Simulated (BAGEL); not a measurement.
**B3LYP/6-31G(d) (density fitting with cc-pvqz-jkfit, spherical functions) run of BF (SMILES [B]F)**

What is the energy change on altering one bond length of BF at B3LYP/6-31G* (density fitting with cc-pvqz-jkfit, spherical functions)? 

Program for the calculation: BAGEL 1.2.2.

### 1 The structure to begin with

The species is BF (2 atoms), meant as a singlet with charge 0. SMILES: `[B]F`. Geometry: relaxed at PBE0-D4/def2-TZVP.

Bond lengths: B1–F2 1.263 Å.

### 2 The energy at B3LYP/6-31G(d) (density fitting with cc-pvqz-jkfit, spherical functions)

input.json reads:

```json
{ "bagel": [

{
  "title": "molecule",
  "basis": "6-31gs.json",
  "df_basis": "cc-pvqz-jkfit",
  "angstrom": true,
  "geometry": [
    { "atom": "B", "xyz": [    0.000000,    0.000000,   -0.009350 ] },
    { "atom": "F", "xyz": [    0.000000,    0.000000,    1.253740 ] }
  ]
},
{ "title": "ks", "xc_func": "b3lyp" },
{ "title": "print", "file": "orbitals.molden", "orbitals": true }

]}
```

The basis set 6-31G* is read from a file made from the Basis Set Exchange's data (not shown).

Started as:

```bash
BAGEL_NUM_THREADS=1 BAGEL input.json > input.out
```

The log of the run:

```text
* using 1 threads per process

  ===============================================================
  ===============================================================

  *** Geometry ***

  { "atom" : "B", "xyz" : [      0.000000,      0.000000,     -0.017669 ] },
  { "atom" : "F", "xyz" : [      0.000000,      0.000000,      2.369225 ] },

  Number of auxiliary basis functions:      212

  Since a DF basis is specified, we compute 2- and 3-index integrals:
    o Being stored without compression. Storage requirement is 0.001 GB

  Number of basis functions:       28
  Number of electrons      :       14

    * METHOD: MOLECULE                             0.02

  *** Kohn-Sham DFT ***

    * Removing 1853 points whose weight is below 1.00e-10
    * Grid points: 27959

  === Nuclear Repulsion ===
    18.8529514763

       - DIIS with orbital gradients will be used.

  === KS iteration (b3lyp / 6-31gs.json) ===
      0       -115.45823947          0.21469087           0.02
      1       -104.86614868          0.40003448           0.02
      2       -115.16338479          0.22944585           0.02
      3       -122.53584763          0.23042122           0.02
      4       -123.74466629          0.15660016           0.02
      5       -122.87760034          0.21594402           0.02
      6       -123.96766168          0.13436543           0.02
      7       -124.49658963          0.06397319           0.02
      8       -124.65404220          0.00675768           0.02
      9       -124.65613196          0.00014864           0.02
     10       -124.65613539          0.00001345           0.02
     11       -124.65613541          0.00000317           0.02
     12       -124.65613541          0.00000064           0.02
     13       -124.65613541          0.00000003           0.02
     14       -124.65613541          0.00000000           0.02
    * SCF iteration converged.

    * Permanent dipole moment:
           (   -0.000000,     0.000000,    -0.431398) a.u.

    * METHOD: KS                                   0.31

    * METHOD: PRINT                                0.00

  ===============================================================
```

It took 0.5 s on 1 thread of Arm Neoverse V2, shared host.

### 3 The distorted shape

dft.json reads:

```json
{ "bagel" : [

{
  "title" : "molecule",
  "basis" : "6-31gs.json",
  "df_basis" : "cc-pvqz-jkfit",
  "angstrom" : true,
  "geometry" : [
    { "atom" : "B", "xyz" : [    0.000000,    0.000000,   -0.198860 ] },
    { "atom" : "F", "xyz" : [    0.000000,    0.000000,    1.253740 ] }
  ]
},
{ "title" : "ks", "xc_func" : "b3lyp" },
{ "title" : "print", "file" : "orbitals.molden", "orbitals" : true }

]}
```

The basis set 6-31G* is read from a file made from the Basis Set Exchange's data (not shown).

Started as:

```bash
BAGEL_NUM_THREADS=1 BAGEL dft.json > dft.out
```

The log of the run:

```text
* using 1 threads per process

  ===============================================================
  ===============================================================

  *** Geometry ***

  { "atom" : "B", "xyz" : [      0.000000,      0.000000,     -0.375791 ] },
  { "atom" : "F", "xyz" : [      0.000000,      0.000000,      2.369225 ] },

  Number of auxiliary basis functions:      212

  Since a DF basis is specified, we compute 2- and 3-index integrals:
    o Being stored without compression. Storage requirement is 0.001 GB

  Number of basis functions:       28
  Number of electrons      :       14

    * METHOD: MOLECULE                             0.02

  *** Kohn-Sham DFT ***

    * Removing 1673 points whose weight is below 1.00e-10
    * Grid points: 28139

  === Nuclear Repulsion ===
    16.3933460555

       - DIIS with orbital gradients will be used.

  === KS iteration (b3lyp / 6-31gs.json) ===
      0       -115.94213496          0.20595087           0.02
      1       -103.45455232          0.37222569           0.02
      2       -114.70275520          0.21433690           0.02
      3       -121.41045243          0.27487929           0.02
      4       -123.48599344          0.17424547           0.02
      5       -119.52546102          0.31785488           0.02
      6       -120.05223381          0.31180506           0.02
      7       -123.40530568          0.18085903           0.02
      8       -124.61628197          0.01695108           0.02
      9       -124.63541939          0.00359094           0.02
     10       -124.63609294          0.00082384           0.02
     11       -124.63612499          0.00028896           0.02
     12       -124.63612892          0.00002008           0.02
     13       -124.63612894          0.00000154           0.02
     14       -124.63612894          0.00000005           0.02
     15       -124.63612894          0.00000001           0.02
     16       -124.63612894          0.00000000           0.02
    * SCF iteration converged.

    * Permanent dipole moment:
           (    0.000000,    -0.000000,    -0.064812) a.u.

    * METHOD: KS                                   0.35

    * METHOD: PRINT                                0.00

  ===============================================================
```

Wall time 0.52 s (1 thread of Arm Neoverse V2, shared host).

### 4 Outcome

Level: B3LYP/6-31G* (density fitting with cc-pvqz-jkfit, spherical functions).

| quantity | value |
| --- | --- |
| first shape: total energy | -124.65614 Eh |
| first shape: dipole moment | 1.10 D |
| first shape: HOMO energy | -7.28 eV |
| first shape: LUMO energy | -0.58 eV |
| first shape: HOMO–LUMO gap | 6.70 eV |
| distorted shape: total energy | -124.63613 Eh |
| distorted shape: dipole moment | 0.16 D |
| distorted shape: HOMO energy | -7.93 eV |
| distorted shape: LUMO energy | -1.51 eV |
| distorted shape: HOMO–LUMO gap | 6.42 eV |
| energy change with the B1–F2 bond stretched from 1.263 to 1.453 Å | 0.544 eV |

In words: With the B1–F2 bond stretched from 1.263 to 1.453 Å the energy rises by 0.54 eV (52.5 kJ/mol). The first shape isn't relaxed at this level, so the change isn't measured from a minimum.
